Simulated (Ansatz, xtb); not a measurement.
C3H6O: where a starting geometry ends

The starting geometry of this gas-phase singlet was built from a drawn formula by distance geometry and a force field; its bonds are those of `[CH][C@H](C)O`.

```yaml
atoms:
  - { symbol: C, position_ang: [-0.8197, -0.3446, -0.8189] }
  - { symbol: C, position_ang: [-0.4787, 0.3114, 0.4570] }
  - { symbol: C, position_ang: [-1.6935, 0.6076, 1.3131] }
  - { symbol: O, position_ang: [0.1500, 1.5148, 0.1625] }
  - { symbol: H, position_ang: [-1.1648, -0.8366, -1.6656] }
  - { symbol: H, position_ang: [0.1801, -0.3378, 1.0551] }
  - { symbol: H, position_ang: [-2.2649, -0.2842, 1.5752] }
  - { symbol: H, position_ang: [-1.4100, 1.1311, 2.2061] }
  - { symbol: H, position_ang: [-2.3645, 1.2666, 0.7410] }
  - { symbol: H, position_ang: [0.9373, 1.2855, -0.4529] }
```

Question: Predict what it relaxes into with r2SCAN-D4/def2-SVP.

Answer: It rearranges to `C=C(C)O`. Contacts that open: C2–H6 (1.10 → 2.13 Å). Contacts that close: C1–H6 (2.12 → 1.09 Å).

The energy falls by 5.64 eV over 20 steps:

```tsv
step	E − E(last) (eV)
1	5.643
3	4.831
5	3.901
7	3.127
9	2.440
12	0.904
14	0.257
16	0.010
18	0.000
20	0.000
```

Final geometry (Å):

```yaml
atoms:
  - { symbol: C, position_ang: [-0.4110, -0.5572, -0.3522] }
  - { symbol: C, position_ang: [-0.6555, 0.5488, 0.3734] }
  - { symbol: C, position_ang: [-1.8612, 0.7698, 1.2260] }
  - { symbol: O, position_ang: [0.1773, 1.6236, 0.4234] }
  - { symbol: H, position_ang: [-1.1180, -1.3874, -0.3522] }
  - { symbol: H, position_ang: [0.4958, -0.6554, -0.9581] }
  - { symbol: H, position_ang: [-2.5388, -0.0923, 1.1925] }
  - { symbol: H, position_ang: [-1.5580, 0.9522, 2.2700] }
  - { symbol: H, position_ang: [-2.4024, 1.6693, 0.8894] }
  - { symbol: H, position_ang: [0.9432, 1.4424, -0.1397] }
```

From the same start GFN2-xTB reaches the same bonding as this run.

The end wasn't checked by frequencies. Run with Ansatz 0.2.0, 27 s on 2 threads of Arm Neoverse V2, with other jobs on the host.
